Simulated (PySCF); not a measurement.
From one molecule to another.

First species: ethyl isopropyl sulfide, C₅H₁₂S.
Numbering: `[CH3:1][CH2:2][S:3][CH:4]([CH3:5])[CH3:6]` (hydrogens: H7, H8, H9 on C1; H10, H11 on C2; H12 on C4; H13, H14, H15 on C5; H16, H17, H18 on C6)

Second species: trans-1-chloro-2-fluoroethylene, C2H2ClF.
SMILES: `F/C=C/Cl`

Levels: CAM-B3LYP/def2-SVPD for dipole moment, HOMO energy, LUMO energy, HOMO–LUMO gap, static isotropic polarisability and electronic spatial extent ⟨r²⟩ about the centre of nuclear charge; TDDFT CAM-B3LYP/def2-SVPD for lowest singlet excitation; TDA CAM-B3LYP/def2-SVPD for lowest triplet excitation (Tamm–Dancoff); ΔSCF CAM-B3LYP/def2-SVPD for vertical ionisation energy; PBE0-D3(BJ)/def2-SVP for rotational constant A and rotational constant C. Geometries: PBE0-D3(BJ)/def2-SVP. Each species is one conformer at its optimised geometry, gas phase, non-relativistic unless stated; the electronic structure was computed with PySCF and density fitting.

Dipoles, sizes and rotational constants follow the conformer. The torsions of the flexible species, by atom-mapped SMILES:
- `[CH3:1][CH2:2][S:3][CH:4]([CH3:5])[CH3:6]`: C1–C2–S3–C4 66°, C2–S3–C4–C5 64°

```json
{"property": "dipole moment", "column X": "0.15 D", "column Y": "1.73 D"}
{"property": "HOMO energy", "column X": "-8.86 eV", "column Y": "-7.60 eV"}
{"property": "LUMO energy", "column X": "0.77 eV", "column Y": "1.26 eV"}
{"property": "HOMO–LUMO gap", "column X": "9.63 eV", "column Y": "8.86 eV"}
{"property": "lowest singlet excitation", "column X": "6.36 eV", "column Y": "5.61 eV"}
{"property": "lowest triplet excitation (Tamm–Dancoff)", "column X": "4.03 eV", "column Y": "5.17 eV"}
{"property": "static isotropic polarisability", "column X": "40.3 au", "column Y": "84.8 au"}
{"property": "vertical ionisation energy", "column X": "10.00 eV", "column Y": "8.39 eV"}
{"property": "electronic spatial extent ⟨r²⟩ about the centre of nuclear charge", "column X": "446 bohr²", "column Y": "915 bohr²"}
{"property": "rotational constant A", "column X": "54.624 GHz", "column Y": "4.314 GHz"}
{"property": "rotational constant C", "column X": "2.362 GHz", "column Y": "1.553 GHz"}
```

Which column belongs to which species?

Column X is the second species and column Y the first. The first has 18 atoms and 58 electrons, the second 6 and 40.

How does each property change from the first species to the second?

dipole moment -1.58 D; HOMO energy -1.26 eV; LUMO energy -0.49 eV; HOMO–LUMO gap +0.77 eV; lowest singlet excitation +0.75 eV; lowest triplet excitation (Tamm–Dancoff) -1.14 eV; static isotropic polarisability -44.5 au; vertical ionisation energy +1.61 eV; electronic spatial extent ⟨r²⟩ about the centre of nuclear charge -469 bohr²; rotational constant A +50.310 GHz; rotational constant C +0.809 GHz.

On the first: The vertical singlet–triplet gap S1 − T1 is 0.44 eV (TDDFT singlet less Tamm–Dancoff triplet; S1: HOMO→LUMO+1, weight 0.68; T1: HOMO→LUMO+1, weight 0.56). The principal polarisabilities are 75.0, 80.4 and 98.8 au; their mean is the isotropic value.

On the second: The ΔSCF ionisation energy exceeds −ε(HOMO) by 1.14 eV with CAM-B3LYP. The principal polarisabilities are 29.0, 36.6 and 55.3 au; their mean is the isotropic value.
